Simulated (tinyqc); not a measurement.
Inside a calculation (part 2 of 2). Method: RKS/PBE in the sto-3g basis, for H2O, spin multiplicity 1. Computed by tinyqc, a small Python program that keeps every step (integrals from PySCF). Command: `OMP_NUM_THREADS=1 python tinyqc.py 21225 21226 out.jsonl` (the two numbers bound the seeds that draw the settings). One thread of a shared host (Intel(R) Xeon(R) Processor @ 2.60GHz), about 2 s of CPU time with the checks.

Geometry (angstrom):
```
atom         x          y         z
O     0.000000   0.000000  0.000000
H     0.000000   1.041000  0.728000
H     0.000000  -1.041000  0.728000
```

## Iteration 33 (converged): orbitals

converged F (hartree), lower triangle:
```
             1O 1s      1O 2s     1O 2px     1O 2py     1O 2pz      2H 1s      3H 1s
1O 1s   -18.473221
1O 2s    -4.763269  -1.901348
1O 2px    0.000000   0.000000  -0.064666
1O 2py    0.000000   0.000000   0.000000  -0.145577
1O 2pz   -0.014584  -0.083135   0.000000   0.000000  -0.118068
2H 1s    -0.524961  -0.426640   0.000000  -0.174423  -0.136083  -0.227797
3H 1s    -0.524961  -0.426640   0.000000   0.174423  -0.136083  -0.101556  -0.227797
```

X, lower triangle:
```
            1O 1s      1O 2s    1O 2px     1O 2py     1O 2pz      2H 1s     3H 1s
1O 1s    1.023040
1O 2s   -0.131281   1.096646
1O 2px   0.000000   0.000000  1.000000
1O 2py   0.000000   0.000000  0.000000   1.045828
1O 2pz  -0.004470   0.039037  0.000000   0.000000   1.020393
2H 1s    0.015435  -0.161392  0.000000  -0.132311  -0.084657   1.071776
3H 1s    0.015435  -0.161392  0.000000   0.132311  -0.084657  -0.034949  1.071776
```

Diagonalise F' = X^T F X, C = X C', fill 5 alpha and 5 beta electrons from the bottom; D = 2 C_occ C_occ^T. Each column has its largest component positive (the first on a tie).

F' = X^T F X (hartree), lower triangle:
```
            1          2          3          4          5          6          7
1  -18.117344
2   -2.526765  -0.996801
3    0.000000   0.000000  -0.064666
4    0.000000   0.000000   0.000000  -0.067103
5   -0.024865  -0.031492   0.000000   0.000000  -0.083881
6   -0.036810  -0.186509   0.000000  -0.169362  -0.111258  -0.089211
7   -0.036810  -0.186509   0.000000   0.169362  -0.111258  -0.031653  -0.089211
```

orbital energies (hartree): MO1 -18.482956, MO2 -0.747545, MO3 -0.301892, MO4 -0.180920, MO5 -0.064666, MO6 0.092531, MO7 0.177232

coefficients C:
```
              MO1        MO2        MO3        MO4       MO5        MO6        MO7
1O 1s    0.993813  -0.244609   0.000000   0.100776  0.000000  -0.081776   0.000000
1O 2s    0.025940   0.915191   0.000000  -0.477447  0.000000   0.455284   0.000000
1O 2px   0.000000   0.000000   0.000000   0.000000  1.000000   0.000000   0.000000
1O 2py   0.000000   0.000000   0.615856   0.000000  0.000000   0.000000   0.865731
1O 2pz   0.002236   0.122890   0.000000   0.706602  0.000000   0.736672   0.000000
2H 1s   -0.004380   0.135160   0.453337   0.384413  0.000000  -0.636315  -0.651469
3H 1s   -0.004380   0.135160  -0.453337   0.384413  0.000000  -0.636315   0.651469
```

D after iteration 33, lower triangle:
```
            1O 1s      1O 2s    1O 2px     1O 2py    1O 2pz      2H 1s     3H 1s
1O 1s    2.115308
1O 2s   -0.492400   2.132404
1O 2px   0.000000   0.000000  2.000000
1O 2py   0.000000   0.000000  0.000000   0.758556
1O 2pz   0.086741  -0.449678  0.000000   0.000000  1.028788
2H 1s    0.002650  -0.119906  0.000000   0.558381  0.576455   0.743152
3H 1s    0.002650  -0.119906  0.000000  -0.558381  0.576455  -0.078908  0.743152
```

## Convergence

Stop when the energy changes by less than 1e-10 hartree and every element of the error matrix X^T (F D S - S D F) X is below 3e-06.

Course of the cycle:
```
iteration   E (hartree)     change  largest element of the error matrix
1          -75.52039742          -                             6.89e-01
2          -75.34662889   1.74e-01                             3.50e-01
3          -75.25831308   8.83e-02                             1.72e-01
4          -75.21474675   4.36e-02                             8.87e-02
5          -75.19348502   2.13e-02                             4.25e-02
6          -75.18321087   1.03e-02                             2.26e-02
7          -75.17826424   4.95e-03                             1.03e-02
8          -75.17589741   2.37e-03                             7.63e-03
9          -75.17476898   1.13e-03                             4.74e-03
10         -75.17423420   5.35e-04                             3.79e-03
11         -75.17398202   2.52e-04                             2.50e-03
12         -75.17386396   1.18e-04                             1.93e-03
13         -75.17380909   5.49e-05                             1.33e-03
14         -75.17378385   2.52e-05                             9.93e-04
...                 ...        ...                                  ...
20         -75.17376342   1.56e-07                             1.40e-04
21         -75.17376336   5.51e-08                             1.01e-04
22         -75.17376335   1.55e-08                             7.28e-05
23         -75.17376335   1.48e-09                             5.26e-05
24         -75.17376335  -2.53e-09                             3.80e-05
25         -75.17376335  -2.98e-09                             2.74e-05
26         -75.17376336  -2.38e-09                             1.98e-05
27         -75.17376336  -1.66e-09                             1.43e-05
28         -75.17376336  -1.07e-09                             1.04e-05
29         -75.17376336  -6.62e-10                             7.48e-06
30         -75.17376336  -3.97e-10                             5.40e-06
31         -75.17376336  -2.33e-10                             3.90e-06
32         -75.17376336  -1.35e-10                             2.82e-06
33         -75.17376336  -7.67e-11                             2.04e-06
```

PySCF RKS in the same basis, fine grid = -75.17363564 hartree

Converged in 33 iterations. The coarse grid moves the energy by -1.28e-04 hartree.

## Populations, bond orders and dipole

overlap S, lower triangle:
```
           1O 1s     1O 2s    1O 2px     1O 2py    1O 2pz     2H 1s     3H 1s
1O 1s   1.000000
1O 2s   0.236704  1.000000
1O 2px  0.000000  0.000000  1.000000
1O 2py  0.000000  0.000000  0.000000   1.000000
1O 2pz  0.000000  0.000000  0.000000   0.000000  1.000000
2H 1s   0.025750  0.295141  0.000000   0.226063  0.158092  1.000000
3H 1s   0.025750  0.295141  0.000000  -0.226063  0.158092  0.104048  1.000000
```

Mulliken: Z minus the diagonal of D S on the atom; Loewdin: the same with S^(1/2) D S^(1/2); Mayer order: 2 sum_s sum (D(s) S)_ij (D(s) S)_ji over the two atoms.

Charges (e):
```
atom   Mulliken    Loewdin
1O    -0.166034  -0.125264
2H     0.083017   0.062632
3H     0.083017   0.062632
```

Mayer bond orders:
```
pair     order
2-1   0.987924
3-1   0.987924
3-2   0.005184
```

dipole moment about the origin, x y z (debye): 0.000000  0.000000  1.101055
